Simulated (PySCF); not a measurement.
Dissociation curve of O₂, triplet.

Computed with CCSD(T) on UHF/cc-pVDZ, 2 core orbitals frozen run with PySCF.

**Question.** Relative to R = 1.22 Å, what are the energies at R = 1.07, 1.11, 1.17, 1.32 Å?

**Answer.** 112.6 kJ/mol at 1.07 Å, 53.1 kJ/mol at 1.11 Å, 8.5 kJ/mol at 1.17 Å, 32.5 kJ/mol at 1.32 Å.

The scan ran from 0.89 to 4.81 Å; beyond the distances shown one of the unrestricted levels run for this scan, shown here or not, changes its spin distribution in one step.
